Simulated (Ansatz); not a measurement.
What does this script print? It uses the Ansatz DFT code, driven from Python.

`basis_fhssi.py`:
```python
'''Basis-set convergence for FHSSi.'''

import ansatz as az
from ase import Atoms

atoms = Atoms(['F', 'Si', 'S', 'H'], positions=[
    (-1.1807, 0.0366, 1.1493),
    (0.0627, 0.9442, 0.7554),
    (0.9758, -0.0237, -0.9199),
    (0.1977, -1.0174, -1.0051),
])
molecule = az.Crystal.molecule_from_ase(atoms)

base = molecule.calculation().functional('b3lyp')

energies = {}
for basis in ['cc-pVDZ', 'cc-pVTZ']:
    rep = base.basis(gaussian=basis).run(threads=1, backend='cpu').report
    size = rep['n_frozen'] + rep['n_occupied'][0] + rep['n_virtual'][0]
    energies[basis] = (rep['reference_energy_ev'] / 27.211386246, rep['free_energy_ev'] / 27.211386246)
    print(f'{basis:14s} {size:4d} orbitals  reference {energies[basis][0]:14.6f} Ha  total {energies[basis][1]:14.6f} Ha')

last = energies['cc-pVTZ'][1]
for basis, (_, total) in energies.items():
    print(f'{basis:14s} lies {27.211386 * (total - last):9.4f} eV above cc-pVTZ')
```

```console
$ python basis_fhssi.py
cc-pVDZ          55 orbitals  reference    -788.208314 Ha  total    -788.208314 Ha
cc-pVTZ         112 orbitals  reference    -788.287365 Ha  total    -788.287365 Ha
cc-pVDZ        lies    2.1511 eV above cc-pVTZ
cc-pVTZ        lies    0.0000 eV above cc-pVTZ
```

Against cc-pVDZ: cc-pVTZ -79.1 mHa. The last step alone is -79.05 mHa. From the first set to the last the time grows from 1.6 to 2.7 s.

What to keep in mind:
- The drop along the ladder measures the basis error, and is no property of the molecule.
- The geometry is a force-field or estimated start, not a minimum of this method, and the last set is no limit. Much of the fall in a total is atomic energy, which cancels in bond and reaction energies.
- b3lyp holds the VWN-RPA fit, as in Gaussian; the form of ORCA and Turbomole is b3lyp5.
- For Al to Cl the sets with a tight d function, cc-pV(X+d)Z, are usual.
- Run time: 4.8 s on 1 thread of Arm Neoverse V1, on a shared host, peak memory 0.25 GiB.
